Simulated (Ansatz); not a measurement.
# MgH radical: basis-set convergence

One table from this session's results is given with a row withheld; the runs are named, their logs left out.

Computed with Ansatz 0.2.0, Gaussian basis. Level: one geometry, several basis sets.

Levels to be run: PBE0-D4/def2-SVP; ωB97M-V/def2-SVP; PBE0-D4/def2-QZVPP; ωB97M-V/def2-QZVPP; the functionals' def2-TZVPP values are taken from earlier runs.

### Structure used throughout

All runs share one geometry, relaxed beforehand with PBE0-D4 in a triple-zeta def2 set.

SMILES `[MgH]`, 2 atoms, charge 0, spin multiplicity 2.

Atoms are counted from 1 here; the program's logs count them from 0.

Bond lengths: Mg1–H2 1.743 Å.

Geometry (Å):

```xyz
2

Mg   -0.7276    0.2136   -0.3835
H     0.7571   -0.2738    0.3875
```

The first run:

in.yaml reads:

```yaml
crystal:
  periodic: [false, false, false]
  atoms:
    - {symbol: Mg, position_ang: [-0.727587, 0.213630, -0.383549]}
    - {symbol: H, position_ang: [0.757087, -0.273830, 0.387549]}
basis:
  gaussian: {orbitals: def2-SVP}
magnetization: {spin_polarized: true, initial_magnetization: 1}
hamiltonian: {xc: pbe0, dispersion: d4}
output: {orbitals: {seedname: orbitals}}
```

The run is started by

```sh
ansatz run in.yaml --threads 2 --pin off --events-out ev --progress --plain --max-ram 32768MiB --backend cpu
```

Among the steps run: PBE0-D4 in def2-SVP; ωB97M-V in def2-SVP; PBE0-D4 in def2-QZVPP; ωB97M-V in def2-QZVPP.

One table of the session follows, with a row left open; its other results are not shown here.

It belongs to the step «Functionals by basis». 

```
functional       basis  HOMO (eV)  LUMO (eV)
   PBE0-D4    def2-SVP      -4.94      -2.09
   PBE0-D4  def2-TZVPP      -4.94      -2.09
   PBE0-D4  def2-QZVPP      -4.94      -2.10
   ωB97M-V    def2-SVP      -6.41      -0.73
   ωB97M-V  def2-TZVPP      -6.42      -0.70
   ωB97M-V  def2-QZVPP          ?          ?
```

Q: Estimate the row for ωB97M-V, def2-QZVPP from the others.

The run gave: HOMO (eV): -6.44; LUMO (eV): -0.74. In the column «HOMO (eV)» it is the lowest.
